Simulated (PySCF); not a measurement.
Gas-phase reaction: Si2H6 + 2 SiH2 ⇌ 2 Si2H5

Method: PySCF energies plus ideal-gas RRHO corrections (1 bar). † marks an energy on the PBE0/def2-TZVP geometry and frequencies. MP2 and CCSD(T) freeze the core. Open shells (unrestricted): Si2H5 (multiplicity 2); the rest are closed-shell singlets. Si2H5: computed as isolated molecules; such fragments, hydroxides, amides, oligomers or adducts are transient or little studied in the gas. MP2 isn't extrapolated to the basis-set limit. CCSD(T) isn't extrapolated to the basis-set limit.

```json
[
 {"level": "BLYP/def2-TZVP†", "ΔH°(298 K), kJ": "(withheld)"},
 {"level": "CCSD(T)/def2-SVP†", "ΔH°(298 K), kJ": "-146"},
 {"level": "MP2/def2-TZVPP†", "ΔH°(298 K), kJ": "(withheld)"},
 {"level": "PBE0/def2-SVP†", "ΔH°(298 K), kJ": "-200"},
 {"level": "LDA/def2-TZVP†", "ΔH°(298 K), kJ": "(withheld)"},
 {"level": "ωB97X-V/def2-TZVP†", "ΔH°(298 K), kJ": "-170"}
]
```

### Question
Fill in the missing entries.

### Answer

- BLYP/def2-TZVP†, ΔH°(298 K), kJ: -139
- MP2/def2-TZVPP†, ΔH°(298 K), kJ: -178
- LDA/def2-TZVP†, ΔH°(298 K), kJ: -207
